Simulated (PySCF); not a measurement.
From results back to the method.

Compound: difluoroacetonitrile, C2HF2N.
SMILES with atom numbers: `[N:1]#[C:2][CH:3]([F:4])[F:5]` (hydrogens: H6 on C3)

The closed-shell ground state was solved 4 times with PySCF (density fitting, gas phase), always in the pcSseg-2 basis (194 functions), with these functionals: B97-2, KT3, PBE0 and wB97X-D. Geometry: PBE0-D3(BJ)/def2-TZVP; no solvent, vibrations or thermal averaging.

| row | total energy (Eh) | HOMO (eV) | LUMO (eV) | dipole (D) |
| --- | --- | --- | --- | --- |
| P | -331.2448 | -12.67 | 1.17 | 2.51 |
| Q | -331.0043 | -10.75 | -0.74 | 2.48 |
| R | -335.7309 | -9.31 | -1.84 | 2.38 |
| S | -331.2381 | -10.45 | -0.81 | 2.47 |

Question: Which functional belongs to which row?

Answer: P = wB97X-D, Q = PBE0, R = KT3, S = B97-2. By rising HOMO–LUMO gap: KT3 (GGA) 7.47 eV; B97-2 (global hybrid, 21 % exact exchange) 9.64 eV; PBE0 (global hybrid, 25 % exact exchange) 10.01 eV; wB97X-D (range-separated hybrid) 13.84 eV. Total energies of different functionals aren't bounds to one another; each is stationary for its own functional.

wB97X-D is run here without its empirical dispersion term; that term would change no orbital, density or response property at a fixed geometry.
